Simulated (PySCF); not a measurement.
```xyz
6

C     -0.6924    -0.0904     0.0473
C      0.5948     0.1075    -0.1117
F      1.4857    -0.2022     0.8418
H     -1.3720     0.1744    -0.7480
H     -1.0884    -0.5137     0.9591
H      1.0723     0.5244    -0.9885
```

Charge 0, multiplicity 1.

**Question.** Give the Mulliken and meta-Löwdin atomic charges from TPSSh-D3(BJ)/def2-TZVP // CAM-B3LYP-D3(BJ)/def2-TZVP in PySCF.

**Answer.** 
```csv
atom,Mulliken (e),meta-Löwdin (e)
C1,-0.29,-0.31
C2,0.08,0.18
F3,-0.19,-0.26
H4,0.14,0.14
H5,0.14,0.13
H6,0.11,0.12
```
